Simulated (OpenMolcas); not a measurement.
**CHClF2 (difluorochloromethane) at HF/ANO-XS-VDZ (DKH2)**

What is the vertical electron affinity of CHClF2 (difluorochloromethane) at HF/ANO-XS-VDZ (DKH2)? 

Program for the calculation: OpenMolcas 26.06.

11 further runs of the same task are left out: 11 set aside as unsound or not needed.

**1. Starting point**

CHClF2 has 5 atoms, charge 0, and is taken as a singlet. SMILES: `FC(F)Cl`. The shape is that of a PBE0-D4/def2-TZVP optimisation.

Bond lengths: F1–C2 1.334 Å, C2–F3 1.334 Å, C2–Cl4 1.763 Å, C2–H5 1.090 Å. Angles: F1–C2–F3 108.3°, F1–C2–Cl4 109.7°, F3–C2–Cl4 109.7°, F1–C2–H5 110.0°, F3–C2–H5 110.0°, Cl4–C2–H5 109.0°.

**2. A single-point energy at HF/ANO-XS-VDZ (DKH2)**

File job.inp:

```
* CHClF2 Hartree-Fock
&GATEWAY
Coord
5
angstrom
F        0.038900      -0.568100       1.222300
C        0.109400       0.023600       0.028300
F        0.844200      -0.745900      -0.776900
Cl      -1.511000       0.208900      -0.640800
H        0.568600       1.007800       0.125800
Basis=ANO-XS-VDZ
Group=NoSym
&SEWARD
Relativistic=R02E00
&SCF
Thresholds=1e-06 0.001 0.001 0.01
PrOrbitals=0
```

The run is started by

```sh
$ export MOLCAS_MEM=1860
$ pymolcas job.inp > job.log
```

What it wrote:

```text
--- Start Module: gateway ---
[...]
--- Stop Module: gateway /rc=_RC_ALL_IS_WELL_ ---
--- Start Module: seward ---
[...]
      Basis functions           42
--- Stop Module: seward /rc=_RC_ALL_IS_WELL_ ---
--- Start Module: scf ---
[...]
       Convergence after   8 Iterations
[...]
::    Total SCF energy                               -698.2820929949
[...]
      Total spin, S                                     0.0000000000
[...]
      Total electronic charge=   42.000000
      Total            charge=   -0.000000
[...]
      Dipole Moment (debye):
      Origin of the operator (angstrom)=   -0.3975   -0.1903   -0.1568
                   X=  6.9287E-01               Y=  1.9462E+00               Z=  1.0538E-01           Total=  2.0685E+00
      Quadrupole Moment (debye*angstrom):
[...]
--- Stop Module: scf /rc=_RC_ALL_IS_WELL_ ---
[...]
```

Run time: 2 s. Hardware: 1 thread of Arm Neoverse V1, shared host; peak memory 0.38 GiB.

**3. The doublet anion at the same level**

File job.input:

```
&GATEWAY
 Coord
 5
 angstrom
 F        0.038900      -0.568100       1.222300
 C        0.109400       0.023600       0.028300
 F        0.844200      -0.745900      -0.776900
 Cl      -1.511000       0.208900      -0.640800
 H        0.568600       1.007800       0.125800
 Basis=ANO-XS-VDZ
 Group=NoSym

&SEWARD
 Relativistic=R02E00

&SCF
 UHF
 Charge=-1
 Spin=2
 Thresholds=1e-06 0.001 0.001 0.01
 PrOrbitals=0
```

The run is started by

```sh
$ export MOLCAS_MEM=1860
$ pymolcas job.input > job.log
```

What it wrote:

```text
--- Start Module: gateway ---
[...]
--- Stop Module: gateway /rc=_RC_ALL_IS_WELL_ ---
--- Start Module: seward ---
[...]
      Basis functions           42
--- Stop Module: seward /rc=_RC_ALL_IS_WELL_ ---
--- Start Module: scf ---
[...]
       Convergence after  16 Iterations
[...]
::    Total SCF energy                               -698.1367554508
[...]
      Total spin, S                                     0.5034880465
[...]
      Total electronic charge=   43.000000
      Total            charge=   -1.000000
[...]
      Dipole Moment (debye):
      Origin of the operator (angstrom)=   -0.3975   -0.1903   -0.1568
                   X=  1.7026E+00               Y= -1.2502E-01               Z=  6.9630E-01           Total=  1.8437E+00
      Center of Charge (angstrom)
[...]
--- Stop Module: scf /rc=_RC_ALL_IS_WELL_ ---
[...]
```

Run time: 2.5 s. Hardware: 1 thread of Arm Neoverse V1, shared host; peak memory 0.38 GiB.

**4. Outcome**

Level: HF/ANO-XS-VDZ (DKH2).

| quantity | value |
| --- | --- |
| singlet CHClF2: total energy | -698.28209 Eh |
| singlet CHClF2: dipole moment | 2.07 D |
| singlet CHClF2: HOMO energy | -13.37 eV |
| singlet CHClF2: LUMO energy | 4.93 eV |
| singlet CHClF2: HOMO–LUMO gap | 18.30 eV |
| doublet anion: total energy | -698.13676 Eh |
| doublet anion: HOMO energy (highest over α and β) | 2.82 eV |
| doublet anion: LUMO energy (lowest over α and β) | 12.54 eV |
| doublet anion: ⟨S²⟩ | 0.757 |
| vertical electron affinity (to the doublet anion) | -3.955 eV |

The anion lies 3.95 eV (91 kcal/mol) above the neutral: the electron isn't bound at this level, and such a value depends on the basis. Without diffuse functions anions come out too high. Hartree–Fock misses the correlation that binds many anions. The HOMO (doublet anion) lies at positive energy, 2.82 eV: the electron is unbound at this level or held by a compact basis; values depend on the basis.
